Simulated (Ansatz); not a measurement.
CH2, SMILES `[CH2]` (triplet) from Hartree–Fock to CCSD(T)

```json
{"atom": "C1", "x (Å)": "-0.119", "y (Å)": "0.128", "z (Å)": "-0.213"}
{"atom": "H2", "x (Å)": "-0.075", "y (Å)": "0.747", "z (Å)": "0.669"}
{"atom": "H3", "x (Å)": "0.194", "y (Å)": "-0.875", "z (Å)": "-0.456"}
```

Total charge 0; spin multiplicity 3. Geometry: relaxed with PBE0-D4/def2-TZVP. Frozen core, unrestricted reference, Ansatz. CBS rows extrapolate triple and quadruple zeta.

```csv
basis,HF (Eh),MP2 corr.,CCSD corr.,(T),CCSD(T) total
def2-SVP,-38.89439,-0.09229,-0.11141,-0.00176,-39.00756
def2-TZVPP,-38.93879,-0.11717,?,?,?
def2-QZVPP,-38.94055,-0.12549,-0.14310,-0.00385,-39.08750
CBS(def2),-38.94079,-0.13166,?,-0.00423,?
cc-pV(D+d)Z,-38.92666,-0.09283,-0.11299,-0.00173,-39.04138
cc-pV(T+d)Z,-38.93759,-0.11778,-0.13684,-0.00340,-39.07783
cc-pV(Q+d)Z,-38.94006,-0.12584,-0.14338,-0.00386,-39.08730
CBS(cc),?,-0.13157,-0.14804,-0.00419,?
```

**Question.** Fill in the withheld values. (An estimate is asked.)

**Answer.** Ansatz gave: def2-TZVPP CCSD corr.: -0.13636; def2-TZVPP (T): -0.00335; def2-TZVPP CCSD(T) total: -39.07850; CBS(def2) CCSD corr.: -0.14809; CBS(def2) CCSD(T) total: -39.09311; CBS(cc) HF (Eh): -38.94081; CBS(cc) CCSD(T) total: -39.09304.
